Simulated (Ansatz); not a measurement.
Input file:

```yaml
crystal:
  periodic: [false, false, false]
  atoms:
    - {symbol: Al, position_ang: [0.000000, 0.000000, 2.440782]}
    - {symbol: Ga, position_ang: [0.000000, 0.000000, -0.252482]}
    - {symbol: C, position_ang: [0.000000, 0.000000, -2.188300]}
basis:
  gaussian: {orbitals: def2-SVP}
magnetization: {spin_polarized: true, initial_magnetization: 2}
correlation: {method: bccd, electrons: outside_noble_gas, diis_vectors: 1}
scf: {lower_state_search: full}
output: {forces: true}
```

```sh
$ ansatz run in.yaml --threads 1 --pin off --events-out ev --progress --plain --max-ram 2393MiB
```

Output:

```
621 factors; integrals over basis functions are off by at most 9.6e-4 eV
mean field evaluation 1: about -59925.2700 eV, gradient 2.4e1 eV
mean field evaluation 2: about -59925.2805 eV, gradient 2.4e1 eV
mean field evaluation 4: about -59930.8699 eV, gradient 5.0e0 eV
mean field evaluation 8: about -59932.9964 eV, gradient 1.9e0 eV
mean field evaluation 16: about -59933.1927 eV, gradient 3.4e-2 eV
mean field evaluation 32: about -59933.1927 eV, gradient 7.9e-2 eV
mean field evaluation 64: about -59933.1907 eV, gradient 1.1e-1 eV
mean field evaluation 96: about -59933.1912 eV, gradient 1.9e-1 eV
mean field evaluation 128: about -59932.4238 eV, gradient 3.5e0 eV
mean field evaluation 160: about -59932.2478 eV, gradient 4.6e-1 eV
...
cycle  16  -5.00248302 eV  change   -1.1e-9 eV  update   6.5e-8
cycle  17  -5.00248301 eV  change    9.7e-9 eV  update   6.0e-8
cycle  18  -5.00248300 eV  change    5.5e-9 eV  update   5.4e-8
cycle  19  -5.00248299 eV  change    1.6e-8 eV  update   4.4e-8
cycle  20  -5.00248299 eV  change   -2.4e-9 eV  update   3.5e-8
cycle  21  -5.00248299 eV  change    4.6e-9 eV  update   3.1e-8
cycle  22  -5.00248298 eV  change    1.1e-9 eV  update   2.8e-8
cycle  23  -5.00248298 eV  change    7.8e-9 eV  update   2.5e-8
cycle  24  -5.00248298 eV  change   9.8e-10 eV  update   2.0e-8
cycle  25  -5.00248297 eV  change    3.9e-9 eV  update   1.6e-8
the calculation of the forces begins
Total energy: -59938.19524792 eV, -2202.6880477932 hartree
Atom 0 at     0.000000     0.000000     2.440782 Å, force    -0.000000     0.000000    -0.282418 eV/Å
Atom 1 at     0.000000     0.000000    -0.252482 Å, force     0.000000     0.000000     0.129909 eV/Å
Atom 2 at     0.000000     0.000000    -2.188300 Å, force    -0.000000    -0.000000     0.152509 eV/Å
Dipole moment:    -0.000000     0.000000     0.656784 e Å
```

Forces (eV/Å):
```
Al   0.000  0.000 -0.282
Ga   0.000  0.000  0.130
C    0.000  0.000  0.153
```

Ran on 1 thread of Arm Neoverse V2, shared host: 71 s wall, 0.27 GiB peak host memory.
